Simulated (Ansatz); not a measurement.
For 1T (CdI2-type) PtSe2, PBE-D3(BJ) in Ansatz (plane waves, PAW) gives:

| Item | Result |
|---|---|
| lattice parameter a | 3.772 Å |
| lattice parameter c | 4.823 Å |

### Question
What does HSE06 (PAW; Ansatz, a program for electronic structure) give for the same quantities?

### Answer

- lattice constant a: 3.695 Å (falls by 2.0 %)
- lattice parameter c: 6.560 Å (grows by 36 %)

For comparison: lattice constant a 3.727 Å (measured, temperature not stated, no zero-point or thermal correction; as tabulated in Björkman (2014), arXiv:1406.2436); lattice parameter c 5.074 Å (measured, temperature not stated, zero-point anharmonic expansion removed (computed with revB86b-DF2); no thermal correction; as tabulated in Björkman (2014), arXiv:1406.2436).

Changes are worked out from the printed values.

Unless a cell is named, each level is at its own relaxed cell (PBE-D3(BJ) 19.80, HSE06 25.85 Å³/atom).

Levels without +SOC leave out spin–orbit coupling, which shifts energies and cells of such heavy elements.

Caveats: the cell comes from a level without a dispersion term, which matters for the spacing of layers, chains or molecules (HSE06). Ansatz's density-functional and Hartree–Fock values are scalar-relativistic unless marked +SOC, with PAW data made under PBE.
